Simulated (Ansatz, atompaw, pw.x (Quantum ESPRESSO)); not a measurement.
From atom to crystal: PAW (atompaw) potential for platinum (Pt)

atompaw 4.2.0.5 input, output lines left out:

```
Pt 78
GGA-PBESOL scalarrelativistic loggrid 2001 logderivrange -2 5 176
6 6 5 4 0 0
6 0 1
6 1 0
5 2 9
0 0 0
c
c
c
c
c
v
c
c
c
c
v
c
c
v
c
2
3.00 2.25 2.75 1.85
y
4.65
n
y
0.45
n
y
-0.05
n
custom rrkj gramschmidtortho gaussian
bessel
2.95
2.95
3.00
3.00
3.00
3.00
```

Atomic tests: cutoffs needed: 10 Ry and 18 Ry (the cutoffs (Ry, on a coarse ladder) from which the occupation-weighted sum of valence levels, in a spherical-Bessel basis at the reference potential, stays within 10 and 1 mRy of its value at 400 Ry); ghost test: no extra level below or beside the all-electron valence levels (s, p, d, f tested) (spherical-Bessel basis up to 400 Ry, 20 bohr box); lowest eigenvalue of the overlap operator: 0.09 (s channel).

Crystal test: bcc Pt in pw.x 7.5, no spin, 15³ k-points, Fermi–Dirac smearing 0.01 Ry, cutoffs 40/400 Ry. The reference is all-electron LAPW (Ansatz 0.2.0) with the same functional, mesh and smearing; V0 and B0 come from Birch–Murnaghan fits to the pressures at five volumes. Errors are pseudo minus all-electron; Δ is the rms difference of the E(V) curves that follow from these fits, minima aligned, over ±6 % about the mean V0. Mesh and smearing are coarse, so the numbers serve the comparison and aren't converged zero-temperature values; the lattice is a test structure that the element need not adopt.

All-electron: a0 = 3.122 Å (V0 = 15.22 Å³/atom), B0 = 273.8 GPa.

Task: How far does the potential miss the all-electron equation of state?

Result: mean pressure error (GPa): +15.04; a0 (Å): 3.171; a0 error (%): +1.57; B0 error (%): +1.6; Δ (meV/atom): 45.4. The largest radius (3.00 bohr) exceeds half the bond length (2.56 bohr), so the spheres overlap, which is one possible source of error among others. This is a poor potential for the solid.

| V (Å³/atom) | P all-electron (GPa) | P pseudo (GPa) |
| --- | --- | --- |
| 14.538 | 14.14 | 34.36 |
| 14.920 | 5.68 | 22.79 |
| 15.303 | -1.52 | 13.06 |
| 15.686 | -7.65 | 4.85 |
| 16.068 | -12.86 | -2.06 |

Task: At the middle volume, how do free energy and pressure move when the wave cutoff is lowered (ecutrho held at 400 Ry)?

Result:

```tsv
cutoff (Ry)	shift of F (meV/atom)	shift of P (GPa)
18	+44.1	-1.95
24	+18.2	-0.23
32	+2.7	+0.13
```

The run at the middle volume (120 k-points, 9 iterations) took about 11 s on one core of a shared host (AMD EPYC 9R45 96-Core Processor, 96 threads, 376 GiB, load 74).
